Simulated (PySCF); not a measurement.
# CH7BSi (SMILES CB[SiH3]) at 5 levels

Wanted: a comparison of 5 runs (HF/3-21G, B3LYP/6-31G*, PBE0/def2-SVP, CCSD(T)/6-31G**, CCSD(T)/pcseg-1) of CH7BSi. Input form: a Python script.

The results are computed with PySCF 2.14.0.

## (1) Starting point

CH7BSi has 10 atoms, charge 0, and is taken as a singlet. As SMILES, `CB[SiH3]`. Geometry: relaxed at PBE0-D4/def2-TZVP.

Bond lengths: C1–B2 1.550 Å, B2–Si3 2.018 Å, C1–H4 1.106 Å, C1–H5 1.092 Å, C1–H6 1.091 Å, B2–H7 1.201 Å, Si3–H8 1.491 Å, Si3–H9 1.491 Å, Si3–H10 1.494 Å. Some angles: C1–B2–Si3 124.4°, C1–B2–H7 118.6°, Si3–B2–H7 117.0°, B2–C1–H4 102.7°, B2–C1–H5 114.9°, B2–C1–H6 116.1°, B2–Si3–H8 111.7°, B2–Si3–H9 114.0°, B2–Si3–H10 107.9°, H4–C1–H5 105.3°.

## (2) Energy and forces at HF/3-21G (run 1)

File start.xyz:

```xyz
10

C     -1.087900     0.975000    -0.576900
B      0.112000     0.000300    -0.689900
Si     1.014100    -0.883100     0.884800
H     -1.958400     0.307500    -0.716200
H     -1.157900     1.712200    -1.380000
H     -1.228600     1.454100     0.393400
H      0.516800    -0.288200    -1.783700
H      1.154200    -2.354100     0.685500
H      0.324900    -0.654200     2.186700
H      2.393700    -0.320800     0.999300
```

File job.py:

```python
# CB[SiH3]
import pyscf.grad
from pyscf import gto, scf

mol = gto.M(
    atom='start.xyz',
    max_memory=1860,
    basis='3-21g',
    verbose=4,
)

myscf = scf.RHF(mol)
myscf.conv_tol = 1e-10
myscf.kernel()
if not myscf.converged:
    myscf = myscf.newton().run(myscf.mo_coeff, myscf.mo_occ)

etot = myscf.e_tot
print('E = %.10f Eh' % etot)
grad = myscf.Gradients().kernel()
myscf.analyze()
```

Run with:

```sh
$ OMP_NUM_THREADS=1 python job.py
```

Output:

```text
PySCF version 2.14.0

[... 77 lines left out ...]
Nuclear Repulsion Energy =              91.061328937896533
[... 8 lines left out ...]
MO #3   energy= -7.57159910199915  occ= 2
[... 6 lines left out ...]
MO #10  energy= -0.636432210935707 occ= 2
[... 6 lines left out ...]
MO #17  energy= 0.0754426651628437 occ= 0
[... 6 lines left out ...]
MO #24  energy= 0.340054966675428  occ= 0
[... 6 lines left out ...]
MO #31  energy= 0.661567401716064  occ= 0
[... 6 lines left out ...]
MO #38  energy= 1.31854836892052   occ= 0
[... 6 lines left out ...]
MO #45  energy= 2.12355584359551   occ= 0
[... 58 lines left out ...]
Dipole moment(X, Y, Z, Debye): -0.87553,  0.51628, -0.55045
```

Run time: 2.5 s. Hardware: 1 thread of Intel Xeon at 2.70GHz, shared host; peak memory 0.12 GiB.

## (3) Energy and gradient at B3LYP/6-31G(d) (spherical functions) (run 2)

File geometry.xyz:

```xyz
10
CH7BSi
C     -1.087900     0.975000    -0.576900
B      0.112000     0.000300    -0.689900
Si     1.014100    -0.883100     0.884800
H     -1.958400     0.307500    -0.716200
H     -1.157900     1.712200    -1.380000
H     -1.228600     1.454100     0.393400
H      0.516800    -0.288200    -1.783700
H      1.154200    -2.354100     0.685500
H      0.324900    -0.654200     2.186700
H      2.393700    -0.320800     0.999300
```

File calc.py:

```python
# CB[SiH3]
from pyscf import gto, dft

molecule = gto.Mole()
molecule.atom = 'geometry.xyz'
molecule.max_memory = 1860
molecule.spin = 0
molecule.verbose = 3
molecule.basis = '6-31g*'
molecule.build()

mf = dft.RKS(molecule)
mf.xc = 'b3lyp'
mf.grids.level = 5
mf.conv_tol = 1e-10
mf.kernel()
if not mf.converged:
    mf = mf.newton().run(mf.mo_coeff, mf.mo_occ)

energy = mf.e_tot
print('E = %.10f Eh' % energy)
grad = mf.nuc_grad_method().kernel()
dip = mf.dip_moment()
pop, q = mf.mulliken_pop()
```

Run with:

```sh
$ OMP_NUM_THREADS=1 python calc.py
```

Output:

```text
converged SCF energy = -356.634441335439
[... 9 lines left out ...]
Dipole moment(X, Y, Z, Debye): -0.98763,  0.62076, -0.53701
[... 71 lines left out ...]
charge of    9H =     -0.05841
```

Run time: 30 s. Hardware: 1 thread of Intel Xeon at 2.70GHz, shared host; peak memory 0.61 GiB.

Run 3 isn't shown in full; the table further down has it.

## (4) The energy at CCSD(T)/6-31G(d,p) (spherical functions) (run 4)

Edit geometry.xyz of step 3 so:

```diff
@@ -1,3 +1,3 @@
 10
-CH7BSi
+
 C     -1.087900     0.975000    -0.576900
```

File input.py:

```python
from pyscf import gto, scf, cc

mol = gto.Mole()
mol.atom = 'geometry.xyz'
mol.basis = '6-31g**'
mol.max_memory = 1860
mol.verbose = 3
mol.spin = 0
mol.charge = 0
mol.build()

mf = scf.RHF(mol)
mf.conv_tol = 1e-10
mf.kernel()
if not mf.converged:
    mf = mf.newton().run(mf.mo_coeff, mf.mo_occ)

mycc = cc.CCSD(mf, frozen=7)
mycc.kernel()
e_t = mycc.ccsd_t()
e_final = mycc.e_tot + e_t
print('E(%s) = %.9f' % ('CCSD(T)', e_final))
mf.analyze()
```

Run with:

```sh
$ OMP_NUM_THREADS=1 python input.py
```

Output:

```text
converged SCF energy = -355.521594250563
[... 4 lines left out ...]
MO #1   energy= -68.7368493334425  occ= 2
[... 9 lines left out ...]
MO #11  energy= -0.567106395230514 occ= 2
[... 9 lines left out ...]
MO #21  energy= 0.25930258616656   occ= 0
[... 9 lines left out ...]
MO #31  energy= 0.619527680763572  occ= 0
[... 9 lines left out ...]
MO #41  energy= 0.987285400643899  occ= 0
[... 9 lines left out ...]
MO #51  energy= 1.52794747924785   occ= 0
[... 9 lines left out ...]
MO #61  energy= 2.38380249308972   occ= 0
[... 9 lines left out ...]
MO #71  energy= 2.83790468007538   occ= 0
[... 9 lines left out ...]
MO #81  energy= 3.82630093347557   occ= 0
[... 11 lines left out ...]
Dipole moment(X, Y, Z, Debye): -0.86353,  0.54329, -0.52853
```

It took 19 s on 1 thread of Intel Xeon at 2.70GHz, shared host; peak memory 0.32 GiB.

## (5) The energy at CCSD(T)/pcseg-1 (run 5)

File run.py:

```python
from pyscf import gto, cc

system = gto.M(
    atom='''
C     -1.087900     0.975000    -0.576900
B      0.112000     0.000300    -0.689900
Si     1.014100    -0.883100     0.884800
H     -1.958400     0.307500    -0.716200
H     -1.157900     1.712200    -1.380000
H     -1.228600     1.454100     0.393400
H      0.516800    -0.288200    -1.783700
H      1.154200    -2.354100     0.685500
H      0.324900    -0.654200     2.186700
H      2.393700    -0.320800     0.999300
''',
    basis='pcseg-1',
    verbose=4,
    max_memory=1860,
)

calc0 = system.RHF()
calc0.conv_tol = 1e-10
calc0.kernel()
if not calc0.converged:
    calc0 = calc0.newton().run(calc0.mo_coeff, calc0.mo_occ)

mycc = cc.CCSD(calc0, frozen=7)
mycc.kernel()
e_t = mycc.ccsd_t()
etot = mycc.e_tot + e_t
print('E = %.10f Eh' % etot)
dip = calc0.dip_moment()
pop, q = calc0.mulliken_pop()
```

Run with:

```sh
$ OMP_NUM_THREADS=1 python run.py
```

Output:

```text
PySCF version 2.14.0

[... 64 lines left out ...]
converged SCF energy = -355.49270922067
[... 12 lines left out ...]
Init t2, MP2 energy = -355.814723383426  E_corr(MP2) -0.322014162756649
[... 13 lines left out ...]
CCSD converged
[... 3 lines left out ...]
Dipole moment(X, Y, Z, Debye): -0.81992,  0.48648, -0.51446
[... 92 lines left out ...]
charge of    9H =     -0.16785
```

Run time: 17 s. Hardware: 1 thread of Intel Xeon at 2.70GHz, shared host; peak memory 0.34 GiB.

## (6) The series

```
run                                  level  integration grid      task  energy (Eh)  dipole moment (D) of the reference  HOMO energy (eV)  LUMO energy (eV)  wall time
  1                               HF/3-21G                 –  gradient  -353.622953                                1.16            -10.83              2.05      2.5 s
  2     B3LYP/6-31G* (spherical functions)                 5  gradient  -356.634441                                1.28             -7.58             -1.69       30 s
  3                          PBE0/def2-SVP                 5  gradient  -356.269584                                1.31             -7.91             -1.77       37 s
  4  CCSD(T)/6-31G** (spherical functions)                 –    energy  -355.908878                                1.15            -10.78              2.20       19 s
  5                        CCSD(T)/pcseg-1                 –    energy  -355.876172                                1.08            -10.89              1.77       17 s
```

## (7) Outcome

```
                                          quantity          value
                               run 5: total energy  -355.87617 Eh
       run 5: dipole moment (Hartree–Fock density)         1.08 D
        run 5: HOMO energy (Hartree–Fock orbitals)      -10.89 eV
        run 5: LUMO energy (Hartree–Fock orbitals)        1.77 eV
      run 5: HOMO–LUMO gap (Hartree–Fock orbitals)       12.66 eV
run 5: correlation energy (7 core orbitals frozen)     -383.5 mEh
                             run 5: (T) correction      -9.45 mEh
                              run 5: T1 diagnostic          0.010
```

In words: Over runs 1, 2, 3 the dipole moment (its size) runs from 1.16 D (HF/3-21G) to 1.31 D (PBE0/def2-SVP). The two ends differ in method and basis. Over runs 1, 2, 3 the HOMO–LUMO gap runs from 5.89 eV (B3LYP/6-31G*) to 12.88 eV (HF/3-21G). Totals of different functionals can't be ranked against each other. All runs together took 1.8 min, the longest 37 s.
